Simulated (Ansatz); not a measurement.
I, solid I2 (Cmce): geometry optimisation

These are results of DFT, RPBE, plane waves (420 eV) with PAW, scalar-relativistic in Ansatz 0.2.0, not measurements. The PAW files were generated under PBE, with cores re-solved for the functional.

k-point mesh 5×5×2, Fermi-Dirac smearing 0.05 eV, no spin polarisation. Cell and atoms relax.

Starting structure:

```yaml
crystal:
  lattice:
    - [3.57945, -2.34575, 0.00000]
    - [3.57945, 2.34575, 0.00000]
    - [0.00000, 0.00000, 9.80140]
  atoms:
    - { symbol: I, position: [0.84600, 0.15400, 0.11742] }
    - { symbol: I, position: [0.65400, 0.34600, 0.61742] }
    - { symbol: I, position: [0.15400, 0.84600, 0.88258] }
    - { symbol: I, position: [0.34600, 0.65400, 0.38258] }
```

Task: What cell does the relaxation end in?

Result: Cmce with a = 10.606 Å, b = 5.057 Å, c = 9.953 Å; 66.73 Å³ per atom against 41.15 at the start (62.2 %).

Task: How much energy does the relaxation gain?

Result: 138.1 meV per atom.

Path of the relaxation (the plane waves are chosen anew near the end, which can shift the energy a little):

```tsv
step	E − E(final) (meV/atom)	V (Å³/atom)	P (GPa)	max force (eV/Å)
0	138.06	41.149	3.03	0.481
1	81.24	45.327	0.93	0.061
2	55.81	48.221	0.58	0.054
3	41.21	51.159	0.14	0.065
4	38.83	53.577	-0.12	0.020
5	37.22	52.663	0.04	0.008
6	37.16	52.995	0.01	0.002
7	27.81	52.995	0.36	0.002
8	21.62	54.437	0.29	0.003
9	13.61	56.842	0.16	0.011
10	8.71	59.091	0.12	0.012
11	7.43	61.297	-0.08	0.020
12	7.24	60.875	0.00	0.002
13	4.58	60.875	0.08	0.002
14	3.02	62.108	0.11	0.015
15	1.34	64.366	0.05	0.010
16	0.68	65.797	0.02	0.004
17	0.58	66.979	-0.01	0.002
18	0.55	66.729	0.00	0.002
19	0.00	66.729	0.01	0.002
```

This functional, with no dispersion term, lets the cell expand far past the measured one.
